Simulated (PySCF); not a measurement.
# Reproducing measurements on furan

**Measured values to compare with.**

NIST CCCBDB Release 22 (SRD 101), experimental dipoles lists, for the gas: dipole moment (microwave Stark effect) 0.66 D.

The runs below try to reproduce these values; the comparison stands at the end.

Species: furan, C4H4O.
Numbering: `[cH:1]1[cH:2][cH:3][o:4][cH:5]1` (hydrogens: H6 on C1; H7 on C2; H8 on C3; H9 on C5)

Structure used (GFN2-xTB), in Å, numbered top down from 1:
```xyz
9
C4H4O angstrom
C     -0.849    0.550   -0.110
C      0.527    0.872   -0.009
C      1.178   -0.315    0.119
O      0.307   -1.337    0.104
C     -0.918   -0.806   -0.035
H     -1.667    1.232   -0.221
H      0.965    1.849   -0.030
H      2.217   -0.555    0.225
H     -1.748   -1.485   -0.066
```

The PySCF runs (gas phase, on this GFN2-xTB geometry; no spin–orbit coupling):

| level | job | basis functions |
| --- | --- | --- |
| PBE0/pcSseg-1 | shieldings, ring-centre shieldings, charges and field gradients, density and orbital grids written | 105 |

**Comparison with experiment**

**Dipole moment.** Measured: 0.66 D (NIST CCCBDB Release 22 (SRD 101), experimental dipoles).

```
        level  computed (D)  computed − measured (D)  % (from the printed values)
PBE0/pcSseg-1          0.59                    -0.07                          -11
```

The computed dipoles belong to one fixed geometry; measured ones are averaged over vibrations unless marked μe. Magnitudes are compared, not signs.

The geometry is computed, not the measured one. Where a level misses, the cause wasn't examined.
